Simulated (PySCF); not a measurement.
Species: C5H11 (doublet state).
Z-matrix (Å and degrees, GFN2-xTB geometry), rows numbered from 1:
```
C 
C   1  1.5417
C   2  1.4856  1  112.48
C   3  1.4850  2  119.52  1   -82.31
C   3  1.4850  2  119.52  1    81.98
H   1  1.0877  2  110.31  3   179.96
H   1  1.0871  2  110.28  3   -59.98
H   1  1.0871  2  110.30  3    59.91
H   2  1.0936  1  108.07  3  -121.54
H   2  1.0936  1  108.03  3   121.56
H   4  1.0902  3  111.04  2  -154.89
H   4  1.0892  3  110.95  2   -33.67
H   4  1.0983  3  111.69  2    85.98
H   5  1.0982  3  111.69  2   -85.52
H   5  1.0892  3  110.93  2    34.13
H   5  1.0900  3  111.03  2   155.32
```

The hyperfine couplings belong to this conformer and change with its torsions.

Identity: `CC[C](C)C` [radical].

Method: UKS B3LYP, pcH-1 on C H, non-relativistic, mean-field spin-orbit, GIAO (PySCF 2.14.0). Isolated species at its GFN2-xTB geometry (one conformer only). Couplings are sensitive to structure, and on GFN2-xTB geometries they can be far from those on DFT ones. Stability of the SCF solution: not tested.

**Question.** Give the principal g shifts and their parts.

**Answer.** 
```csv
Δg (ppm),1,2,3
relativistic mass correction,-143,-143,-143
gauge correction,-6,33,32
orbital Zeeman/spin–orbit,-10,657,669
total,-159,547,558
```

So g = 2.00216, 2.00287, 2.00288 and g_iso = 2.00263; the tensor is close to axial: the two nearest values differ by 2 % of g3 − g1. 

**Question.** What effective moment and Curie constant follow for a powder?

**Answer.** With the mean of g² = 4.0105 and S(S+1) = 0.75: μ_eff = √(⟨g²⟩S(S+1)) = 1.734 μB and χT = 0.12505·⟨g²⟩·S(S+1) = 0.376 cm³ K/mol (cgs; spin-Hamiltonian part alone).

**Question.** What are the electron Larmor frequencies g μB B/h along the three axes at 3350 mT?

**Answer.** 93.8761, 93.9092, 93.9098 GHz for g1, g2 and g3, a range of 33.6 MHz.

**Question.** In a frozen sample, at which fields do the three g values resonate at 9.5, 34, 94 and 263 GHz (hyperfine left aside), and which band first spreads them over more than twice a line width of 1.0 mT?

**Answer.** 
```tsv
band	GHz	B(g3) mT	B(g2) mT	B(g1) mT	spread mT
X	9.5	338.89	338.89	339.01	0.12
Q	34.0	1212.87	1212.87	1213.30	0.43
W	94.0	3353.22	3353.24	3354.42	1.20
J	263.0	9381.88	9381.93	9385.24	3.36
```

The spread grows in proportion to the frequency. J band is the first where it exceeds 2.0 mT.

The Mulliken spin populations are largest on C3 (+0.96), C4 (-0.08), C5 (-0.08) and C2 (-0.07). No atom but C3 exceeds +0.15. The angles at C3 add up to 358.1°, so it is nearly planar.

The HOMO–LUMO gaps are 5.67 eV among the α and 8.00 eV among the β orbitals.
